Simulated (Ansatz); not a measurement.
# Molecular dynamics, step by step

CH$_{4}$Si$_{2}$ (SMILES [SiH2]=C=[SiH2]), closed shell, SPW92/def2-SVP (Ansatz 0.2.0). Settings (timestep in fs, temperature in K, friction in 1/fs; T counts 21 degrees of freedom, while the starting velocities carry no drift of the centre of mass, so T starts below the set value):

```yaml
hamiltonian: {xc: lda}
md: {n_steps: 60, timestep: 0.25, temperature: 300, ensemble: nvt_langevin, seed: 627, friction: 0.05, initial_velocities: maxwell_boltzmann}
```

Start (the SMILES describes the start alone):

| atom | x (Å) | y (Å) | z (Å) |
| --- | --- | --- | --- |
| Si1 | -1.3158 | 0.3674 | -0.8732 |
| C2 | 0.4020 | 0.1717 | -0.5478 |
| Si3 | 1.3362 | -0.3596 | 0.8452 |
| H4 | -2.6080 | 0.1620 | -0.1804 |
| H5 | -1.7131 | 0.8763 | -2.1947 |
| H6 | 1.0973 | -0.8166 | 2.2329 |
| H7 | 2.8013 | -0.4012 | 0.7180 |

```json
{"step": "0", "time (fs)": "0.00", "potential energy less the start (meV)": "0.0", "kinetic energy (meV)": "232.7", "T (K)": "257"}
{"step": "4", "time (fs)": "1.00", "potential energy less the start (meV)": "16.2", "kinetic energy (meV)": "198.9", "T (K)": "220"}
{"step": "8", "time (fs)": "2.00", "potential energy less the start (meV)": "31.3", "kinetic energy (meV)": "173.9", "T (K)": "192"}
{"step": "12", "time (fs)": "3.00", "potential energy less the start (meV)": "33.8", "kinetic energy (meV)": "162.3", "T (K)": "179"}
{"step": "16", "time (fs)": "4.00", "potential energy less the start (meV)": "16.9", "kinetic energy (meV)": "147.9", "T (K)": "163"}
{"step": "20", "time (fs)": "5.00", "potential energy less the start (meV)": "-9.1", "kinetic energy (meV)": "152.3", "T (K)": "168"}
{"step": "24", "time (fs)": "6.00", "potential energy less the start (meV)": "-24.9", "kinetic energy (meV)": "188.6", "T (K)": "208"}
{"step": "28", "time (fs)": "7.00", "potential energy less the start (meV)": "-18.0", "kinetic energy (meV)": "178.0", "T (K)": "197"}
{"step": "32", "time (fs)": "8.00", "potential energy less the start (meV)": "0.6", "kinetic energy (meV)": "156.1", "T (K)": "172"}
{"step": "36", "time (fs)": "9.00", "potential energy less the start (meV)": "15.3", "kinetic energy (meV)": "125.1", "T (K)": "138"}
{"step": "40", "time (fs)": "10.00", "potential energy less the start (meV)": "26.5", "kinetic energy (meV)": "141.0", "T (K)": "156"}
{"step": "44", "time (fs)": "11.00", "potential energy less the start (meV)": "21.1", "kinetic energy (meV)": "179.0", "T (K)": "198"}
{"step": "48", "time (fs)": "12.00", "potential energy less the start (meV)": "10.5", "kinetic energy (meV)": "196.9", "T (K)": "218"}
{"step": "52", "time (fs)": "13.00", "potential energy less the start (meV)": "-9.2", "kinetic energy (meV)": "264.0", "T (K)": "292"}
{"step": "56", "time (fs)": "14.00", "potential energy less the start (meV)": "-27.1", "kinetic energy (meV)": "286.0", "T (K)": "316"}
{"step": "60", "time (fs)": "15.00", "potential energy less the start (meV)": "-37.5", "kinetic energy (meV)": "288.1", "T (K)": "318"}
```

Step 20, positions (Å) and forces (eV/Å):

```tsv
atom	x	y	z	Fx	Fy	Fz
Si1	-1.295	0.373	-0.863	0.059	0.133	-1.062
C2	0.391	0.161	-0.555	0.259	-0.453	1.271
Si3	1.326	-0.369	0.849	-0.264	0.872	-1.990
H4	-2.637	0.202	-0.172	0.080	-0.089	0.364
H5	-1.740	0.814	-2.304	0.372	-0.168	0.777
H6	1.091	-0.770	2.264	-0.293	-0.162	0.468
H7	2.832	-0.346	0.628	-0.212	-0.134	0.171
```

Step 36, positions (Å) and forces (eV/Å):

```
atom       x       y       z      Fx      Fy      Fz
 Si1  -1.290   0.377  -0.857  -0.734  -0.095  -0.089
  C2   0.377   0.159  -0.546   0.638  -0.488   1.168
 Si3   1.322  -0.368   0.837  -0.456   0.473  -0.187
  H4  -2.661   0.234  -0.095   0.711   0.039  -0.092
  H5  -1.700   0.781  -2.261   0.056   0.012   0.135
  H6   1.007  -0.776   2.384   0.227   0.240  -1.259
  H7   2.841  -0.325   0.602  -0.441  -0.180   0.325
```

Step 40, positions (Å) and forces (eV/Å):

```tsv
atom	x	y	z	Fx	Fy	Fz
Si1	-1.291	0.378	-0.856	-0.499	-0.130	0.098
C2	0.374	0.157	-0.541	0.622	-0.472	1.100
Si3	1.322	-0.368	0.836	-0.477	0.400	0.044
H4	-2.640	0.246	-0.079	0.564	0.034	-0.072
H5	-1.682	0.779	-2.250	-0.061	0.066	-0.081
H6	1.000	-0.777	2.404	0.282	0.276	-1.427
H7	2.840	-0.331	0.596	-0.431	-0.174	0.338
```

Last step (60):

```csv
atom,x (Å),y (Å),z (Å)
Si1,-1.2939,0.3758,-0.8424
C2,0.3524,0.1426,-0.4968
Si3,1.3231,-0.3549,0.8403
H4,-2.5087,0.2915,-0.0496
H5,-1.5723,0.7883,-2.2412
H6,1.0018,-0.6792,2.3401
H7,2.7848,-0.3653,0.5615
```

The run took about 30 s on 2 CPU threads of an Arm Neoverse V2 (shared host).
